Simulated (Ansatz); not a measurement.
# AlHF+ (singlet): from Hartree-Fock to the top rungs, cc-pVTZ

An exercise on one series of results from a longer session: the logs are not shown, and one member is left open.

Program: Ansatz 0.2.0, Gaussian basis. Level of theory: cc-pVTZ, core rule «outside noble gas», up to 6 orbitals frozen. These are calculated values, not measurements.

Plan: UHF; CCSD(T) on RHF; BCCD(T) on RHF; CCSDT(Q) on RHF.

12 further runs of the same task are left out: 8 for a known fault of the program, 4 set aside as unsound or not needed.

### The geometry

The geometry is a PBE0/def2-TZVP stationary point (not a proven minimum) of the parent state, kept for this charge and spin.

3 atoms, charge 1, spin multiplicity 1.

Atoms are counted from 1 here; the program's logs count them from 0.

Bond lengths: Al1–F2 1.656 Å, Al1–H3 1.607 Å. Angles: F2–Al1–H3 115.4°.

The first run:

in.yaml reads:

```yaml
crystal:
  periodic: [false, false, false]
  atoms:
    - {symbol: Al, position_ang: [0.000000, -0.115297, 0.645226]}
    - {symbol: F, position_ang: [0.000000, 0.098231, -0.996846]}
    - {symbol: H, position_ang: [0.000000, 1.234843, 1.517246]}
basis:
  gaussian: {orbitals: cc-pVTZ}
total_charge: 1
magnetization: {spin_polarized: true, initial_magnetization: 0}
hamiltonian: {xc: hf}
output: {orbitals: {seedname: orbitals}}
```

Command:

```sh
$ ansatz run in.yaml --threads 1 --pin off --events-out ev --progress --plain --max-ram 4096MiB --backend cpu
```

Steps of the session up to this table: UHF; CCSD(T) on RHF; BCCD(T) on RHF; CCSDT(Q) on RHF.

One table of the session follows, with a row left open; its other results are not shown here.

It belongs to the step «Misses and costs». 

```
   method  from RCCSDT(Q) (meV)
      RHF               +9040.4
     RMP2                     ?
    RCCSD                +272.8
 RCCSD(T)                 +16.6
  BCCD(T)                 +12.5
   RCCSDT                 +11.3
RCCSDT(Q)                     0
```

**Question.** Estimate the row for RMP2.

The run gave: from RCCSDT(Q) (meV): +471.8. In the column «from RCCSDT(Q) (meV)» it lies between RCCSD (+272.8) and RHF (+9040.4).
